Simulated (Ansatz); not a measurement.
# Loss of H2: C2H4F2 → C2H2F2 + H2

Species: C2H4F2 (1,2-difluoroethane) `FCCF`, singlet; C2H2F2 (1,2-difluoroethene) `F/C=C/F`, singlet; H2 (hydrogen), singlet. 

Shapes, held fixed at every level: PBE0-D4/def2-TZVP. Flexible molecules stand in one conformer, not always the lowest. Programs: Ansatz 0.2.0. The zero-point and thermal change to 298 K, harmonic and unscaled (PBE0-D4/def2-TZVP), is -29.5 kJ/mol.

| level | kind | ΔH(298 K) (kJ/mol) | less CCSD(T)/CBS estimate |
| --- | --- | --- | --- |
| PBE-D4/def2-TZVPP | GGA | +136.0 | -9.6 |
| r2SCAN-D4/def2-TZVPP | meta-GGA | +143.5 | -2.1 |
| PBE0-D4/def2-TZVPP | global hybrid | +153.6 | +8.0 |
| wB97X-V/def2-TZVPP | range-separated hybrid | +154.6 | +9.0 |
| CCSD(T)/def2-SVP | coupled cluster or CI | +141.8 | -3.8 |
| CCSD/def2-SVP | coupled cluster or CI | +147.9 | +2.3 |
| CCSD/def2-TZVPP | coupled cluster or CI | +149.4 | +3.8 |
| CCSD(T)/CBS estimate | coupled cluster or CI | +145.6 | 0.0 |

The highest level, CCSD(T)/CBS estimate, gives ΔH(298 K) = +145.6 kJ/mol; the levels span +136.0 to +154.6. The column of differences is taken from that level and isn't an error. No measured value is set beside it here. The CBS estimate extrapolates MP2 from def2-TZVPP and def2-QZVPP and adds CCSD(T) − MP2 in the triple-zeta set, cores frozen; for H2 it overshoots the exact energy by about 1 mEh.
